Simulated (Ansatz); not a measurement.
How far each method lies from UCCSDT(Q) for Cl–Si–GeH⁺, doublet

Geometry: that of the Cl–Si–GeH, triplet, kept fixed.

```xyz
4

Cl    0.0000   -0.3823    2.3118
Si    0.0000    0.9317    0.7142
Ge    0.0000   -0.1901   -1.3743
H     0.0000    1.1853   -2.1686
```

Basis cc-pVDZ; Ansatz 0.2.0. Correlated methods freeze the noble-gas cores and the filled d shells of p-block atoms, which leaves 15 electrons in 44 orbitals. R marks a restricted (for open shells ROHF) determinant, U an unrestricted one. No spin–orbit coupling is included, and no scalar relativity.

Full CI isn't at hand for all of this; UCCSDT(Q) serves as the reference, and is uncertain by about the last step of the cluster series. The frozen core follows each run's orbitals, which can shift R against U totals by a few meV for light atoms and by up to 0.1 eV past Ca.

Coupled cluster chose its determinant by trial CCSD, here up to 0.53 eV above the lowest Hartree–Fock solution of its kind.

- UHF ⟨S²⟩: 0.884
- ⟨S²⟩ of the determinant under UCCSD: 0.760
- T1 diagnostic (RCCSD): 0.0274
- largest doubles amplitude (RCCSD): 0.120
- T1 diagnostic (UCCSD): 0.0274

```csv
level,E − E(determinant under the R cluster runs) (eV)
UCCSD(T),-0.3852
```

**Question.** Estimate how far UCCSDT(Q) in cc-pVDZ lies from UCCSD(T). The table doesn't fix it; the size of (T) and the diagnostics are the guide.

**Answer.** UCCSDT(Q) in cc-pVDZ lies 9.6 kJ/mol below UCCSD(T), which is 26 % of the (T) step (-37.2 kJ/mol). A doubles amplitude is large, and the rest is a large part of (T). The miss exceeds 1 kcal/mol.

The other levels:

| level | E − E(UCCSDT(Q)) (kJ/mol) | wall time |
| --- | --- | --- |
| UCCSDT | 3.8 | – |

Run but not shown, since their state, orbitals or frozen core can't be matched to the reference's or they repeat it: RHF, UHF, RMP2, UMP2, CISD, RCCSD, RCCSD(T), BCCD(T), RCCSDT, RCCSDT(Q).
